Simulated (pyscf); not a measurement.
Hydrogen abstraction: bromomethane (H₃C–Br) + methyl (CH₃•) → •H₂C–Br + methane (CH₄)

Gas phase, doublet surface, charge 0. Bonds broken: C1–H3. Bonds formed: H3–C6. Structures and frequencies: ωB97X-D3(BJ)/def2-SVP in PySCF.

Transition state (Å):

```xyz
9

C      0.1817     0.3157    -0.7438
Br     1.8081     1.2329    -0.3813
H     -0.4517     0.1707     0.4089
H     -0.4719     0.9129    -1.3902
H      0.3753    -0.6933    -1.1263
C     -1.0528     0.0491     1.6198
H     -1.9100    -0.6179     1.4649
H     -0.2682    -0.3745     2.2588
H     -1.3310     1.0758     1.8880
```

One imaginary mode, 1832i cm⁻¹; descent along it reached the two sides named.

```
bond   change  reactant side (Å)  saddle  product side
-----  ------  -----------------  ------  ------------
C1–H3  breaks              1.097   1.323           3.2
H3–C6   forms                2.7   1.357         1.100
```

Electronic energies relative to the separated reactants (eV):

| level | barrier | reaction energy | reverse barrier |
|---|---|---|---|
| ωB97X-D3(BJ)/def2-TZVP | 0.56 | -0.22 | 0.78 |
| PBE/def2-TZVP | 0.30 | -0.28 | 0.59 |
| r²SCAN/def2-TZVP | 0.46 | -0.22 | 0.68 |
| B3LYP-D3(BJ)/def2-TZVP | 0.47 | -0.22 | 0.69 |
| PBE0-D3(BJ)/def2-TZVP | 0.44 | -0.22 | 0.67 |
| M06-2X/def2-TZVP | 0.60 | -0.18 | 0.78 |
| ωB97M-D3(BJ)/def2-TZVP | 0.61 | -0.20 | 0.81 |
| HF/def2-TZVP | 1.27 | -0.05 | 1.33 |

With ωB97M-D3(BJ)/def2-TZVP energies and thermal terms (ideal gas, 1 atm, RRHO with modes under 100 cm⁻¹ raised to 100, one conformer, R ln 2 for chiral ones without a mode under 150 cm⁻¹), in eV:

```
T (K)   ΔH‡   ΔG‡     ΔH     ΔG
-----  ----  ----  -----  -----
298    0.55  0.91  -0.19  -0.21
600    0.56  1.27  -0.20  -0.22
900    0.59  1.62  -0.20  -0.24
1200   0.63  1.96  -0.20  -0.25
```

This is the saddle that the search found; another between the same sides may lie lower. The angle at the transferred H is 177°. Elements up to Kr have no core potential and no relativistic terms here.
